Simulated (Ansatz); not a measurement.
**How basis sets differ on H2CO (formaldehyde)**

H2CO has 4 atoms, charge 0, and is taken as a singlet. As SMILES, `C=O`. The coordinates come from a PBE0-D4/def2-TZVP relaxation.

Each level gives the dipole moment (D). The values are calculated.

**What was measured.** NIST CCCBDB gives the dipole moment of the gas as 2.33 D.

```tsv
level	kind	program	value (D)	computed − measured
wB97X/cc-pVDZ	range-separated hybrid	Ansatz	2.18	-0.15
wB97X/jun-cc-pV(D+d)Z	range-separated hybrid	Ansatz	2.50	+0.17
wB97X/aug-cc-pVDZ	range-separated hybrid	Ansatz	2.46	+0.13
wB97X/cc-pVTZ	range-separated hybrid	Ansatz	2.35	+0.02
wB97X/d-aug-cc-pVDZ	range-separated hybrid	Ansatz	2.45	+0.12
wB97X/jun-cc-pV(T+d)Z	range-separated hybrid	Ansatz	2.44	+0.11
wB97X/aug-cc-pVTZ	range-separated hybrid	Ansatz	2.44	+0.11
wB97X/d-aug-cc-pVTZ	range-separated hybrid	Ansatz	2.43	+0.10
```

Nearest: wB97X/cc-pVTZ (+0.02 D); farthest: wB97X/jun-cc-pV(D+d)Z (+0.17 D). The measured dipole is a vibrational average, so differences of a few hundredths of a debye mean little.
